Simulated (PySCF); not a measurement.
## Solvent effects on NMR parameters

Atoms are numbered as in `[CH:1]#[C:2][CH2:3][Cl:4]`. Each H is labelled by its parent atom.

GIAO PBE0/pcSseg-1 in PySCF on one PBE0-D3(BJ)/def2-SVP conformer, non-relativistic, equivalent nuclei averaged. Solvents enter as an IEF-PCM continuum (tetrahydrofuran with ε = 7.4, dichloromethane with ε = 8.9) around the gas-phase geometry. Shifts are referred to TMS computed in the same medium.

Gas phase, δ in ppm: C1 82.7, C2 81.6, C3 35.6, H(C3) 4.02, H(C1) 2.47. Dipole moment 1.85 D.

Question: How does each δ change in the continuum?

Answer: 
| atoms | environment | Δδ, tetrahydrofuran | Δδ, dichloromethane |
| --- | --- | --- | --- |
| C1 | terminal alkyne carbon | +1.8 | +1.9 |
| C2 | alkyne carbon | +1.9 | +2.0 |
| C3 | propargylic sp3 CH2 bonded to Cl | +1.5 | +1.5 |
| H(C3) | hydrogen on a propargylic sp3 CH2 bonded to Cl | +0.28 | +0.29 |
| H(C1) | hydrogen on a terminal alkyne carbon | +0.40 | +0.42 |

Changes are relative to the gas phase. The dipole moment becomes 2.25 D in tetrahydrofuran, 2.26 D in dichloromethane.

Question: Which of the listed nuclei move most (in ppm), and what does the model miss?

Answer: C1 (terminal alkyne carbon, +1.9 ppm) and C2 (alkyne carbon, +2.0 ppm) in dichloromethane. A continuum only polarises the solute; specific hydrogen bonds, the anisotropy of aromatic solvents and changes of geometry or conformer are outside it.
